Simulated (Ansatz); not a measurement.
# CH7BSi: small, medium and large basis sets

An exercise on one series of results from a longer session: the logs are not shown, and one member is left open.

The runs use Ansatz 0.2.0, Gaussian basis; one geometry, several basis sets.

Levels to be run: PBE0-D4/def2-SVP; ωB97M-V/def2-SVP; PBE0-D4/def2-QZVPP; ωB97M-V/def2-QZVPP; the functionals' def2-TZVPP values are taken from earlier runs.

1 further run of the same task is left out (it didn't finish).

## Structure used throughout

The geometry comes from an earlier relaxation with PBE0-D4 in a triple-zeta def2 set; it is a stationary point, not always the lowest conformer.

SMILES `B[SiH2]C`, 10 atoms, charge 0, spin multiplicity 1.

Atoms are counted from 1 here; the program's logs count them from 0.

Bond lengths: B1–Si2 2.010 Å, B1–H4 1.197 Å, B1–H5 1.197 Å, Si2–C3 1.876 Å, Si2–H6 1.495 Å, Si2–H7 1.496 Å, C3–H8 1.092 Å, C3–H9 1.092 Å, C3–H10 1.093 Å. Angles: Si2–B1–H4 123.7°, Si2–B1–H5 119.3°, H4–B1–H5 116.9°, B1–Si2–C3 116.0°, B1–Si2–H6 107.9°, B1–Si2–H7 106.7°, C3–Si2–H6 109.8°, C3–Si2–H7 109.7°, H6–Si2–H7 106.3°, Si2–C3–H8 110.7°, Si2–C3–H9 111.2°, Si2–C3–H10 110.7°, H8–C3–H9 108.1°, H8–C3–H10 107.9°, H9–C3–H10 108.1°.

The first run:

Input file in.yaml:

```yaml
crystal:
  periodic: [false, false, false]
  atoms:
    - {symbol: B, position_ang: [-1.266257, 0.487832, -1.255517]}
    - {symbol: Si, position_ang: [0.254474, 0.617956, 0.051936]}
    - {symbol: C, position_ang: [0.736333, -0.977475, 0.912717]}
    - {symbol: H, position_ang: [-1.817209, -0.537632, -1.534784]}
    - {symbol: H, position_ang: [-1.653153, 1.478199, -1.805918]}
    - {symbol: H, position_ang: [-0.100313, 1.654177, 1.069775]}
    - {symbol: H, position_ang: [1.427521, 1.157040, -0.704697]}
    - {symbol: H, position_ang: [1.030887, -1.735898, 0.183670]}
    - {symbol: H, position_ang: [1.573246, -0.820637, 1.596596]}
    - {symbol: H, position_ang: [-0.102428, -1.374764, 1.489123]}
basis:
  gaussian: {orbitals: def2-SVP}
hamiltonian: {xc: pbe0, dispersion: d4}
output: {orbitals: {seedname: orbitals}}
```

The run is started by

```sh
> ansatz run in.yaml --threads 2 --pin off --events-out ev --progress --plain --max-ram 4352MiB
```

Steps of the session up to this table: PBE0-D4 in def2-SVP; ωB97M-V in def2-SVP; PBE0-D4 in def2-QZVPP; ωB97M-V in def2-QZVPP.

One of the session's tables, all rows but one given; the rest of the session is left out.

| functional | basis | HOMO (eV) | LUMO (eV) |
| --- | --- | --- | --- |
| PBE0-D4 | def2-SVP | -8.10 | -2.25 |
| PBE0-D4 | def2-TZVPP | -8.10 | -2.31 |
| PBE0-D4 | def2-QZVPP | -8.10 | -2.32 |
| ωB97M-V | def2-SVP | -10.24 | -0.19 |
| ωB97M-V | def2-TZVPP | -10.28 | -0.36 |
| ωB97M-V | def2-QZVPP | ? | ? |

Estimate the missing values for ωB97M-V, def2-QZVPP.

**Answer.** HOMO (eV): -10.28; LUMO (eV): -0.40.
